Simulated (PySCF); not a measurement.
Computed with PySCF and rigid-rotor harmonic-oscillator thermochemistry at 1 bar. 'Table' is the NASA 1993 thermochemical table (part measured, part estimated). All species are closed-shell singlets. The harmonic model lacks anharmonicity and excited electronic states, which grow with temperature; levels with a mode under 35 cm⁻¹ are left out.

Harmonic frequencies at PBE0/def2-TZVP (cm⁻¹): 741, 741, 858, 914, 914, 1054, 1054, 1088, 1154, 1210, 1210, 1237, 1466, 1466, 1520, 3151, 3151, 3158, 3228, 3228, 3250. Point group D3h; S°(298 K) = 236.9 J/mol/K at this level.

**Question.** Work out Cp and S° of gaseous C3H6 (cyclic) at 500, 800, 1200, 1600, 2000 K from these, and set them beside the table.

**Answer.** 
```json
[
 {"T (K)": "500", "Cp PBE0/def2-TZVP": "91.9", "Cp table": "93.5", "S° PBE0/def2-TZVP": "274.1", "S° table": "275.3"},
 {"T (K)": "800", "Cp PBE0/def2-TZVP": "128.7", "Cp table": "131.0", "S° PBE0/def2-TZVP": "326.1", "S° table": "328.5"},
 {"T (K)": "1200", "Cp PBE0/def2-TZVP": "157.3", "Cp table": "158.7", "S° PBE0/def2-TZVP": "384.2", "S° table": "387.4"},
 {"T (K)": "1600", "Cp PBE0/def2-TZVP": "173.9", "Cp table": "175.3", "S° PBE0/def2-TZVP": "431.9", "S° table": "435.4"},
 {"T (K)": "2000", "Cp PBE0/def2-TZVP": "184.0", "Cp table": "186.0", "S° PBE0/def2-TZVP": "471.9", "S° table": "475.8"}
]
```
Units J/mol/K.
